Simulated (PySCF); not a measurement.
## Static response to an electric field

CH₂O₃.
Numbering: `[O:1]=[C:2]([OH:3])[OH:4]` (hydrogens: H5 on O3; H6 on O4)

Cartesian coordinates in Å at the PBE0-D3(BJ)/def2-SVP level; atoms count from 1:
```
atom  x, y, z in Å
O1     0.0501    1.2895    0.2165
C2     0.0075    0.1061    0.0128
O3     1.0529   -0.6625   -0.2723
O4    -1.0907   -0.6418    0.0368
H5     1.8236   -0.0794   -0.2802
H6    -1.8205   -0.0424    0.2403
```

Level: CAM-B3LYP/def2-SVPD (PySCF), static field, nuclei fixed, core orbitals frozen in the response. The polarisability tensor in these axes (au):

```
x   29.50  0.24 -1.50
y    0.24 28.50  1.71
z   -1.50  1.71 19.16
```

What are the eigenvalues, a third of the trace, and Δα (Δα² = ½Σ(αi − αj)² over the three pairs)?

Principal values 18.65, 28.80 and 29.71 au; mean 25.72 au = 3.81 Å³ = 4.24 × 10⁻⁴⁰ C²·m²/J; Δα = 10.64 au (41 % of the mean).

What is the dipole moment, and where does it point?

(-0.01, -0.27, -0.06) D, 0.27 D in size, pointing from the negative to the positive side. Measured along this direction, the outermost atoms are O1 at the negative end and O4 and O3 at the positive end.

What depolarisation ratio follows for Rayleigh scattering of linearly polarised light, taking the static tensor?

ρ = 3Δα²/(45ᾱ² + 4Δα²) = 339.6/(29772 + 452.8) = 0.0112.

Orientational against electronic polarisability at 298 K (dilute gas, rigid molecules)?

In Gaussian units μ²/3kT = 0.61 Å³ against 3.81 Å³, a ratio of 0.16; the Debye molar polarisation (4π/3)N_A(α + μ²/3kT) is 11.1 cm³/mol, leaving out the vibrational part.

Estimate the molar refractivity from the static electronic polarisability.

Lorentz–Lorenz: R = (4π/3)N_A α = 2.5225 cm³/(mol·Å³) × 3.81 Å³ = 9.6 cm³/mol, in the limit of long wavelengths.

Directions of the eigenvectors, and the extent of the frame along each?

Largest value along (0.99, 0.00, -0.14), where the nuclei span 3.68 Å; middle along (0.03, 0.98, 0.17), 1.98 Å; least along (0.14, -0.17, 0.98), 0.01 Å. The response follows the extents in order.

Isolated species at its PBE0-D3(BJ)/def2-SVP geometry (one conformer only).
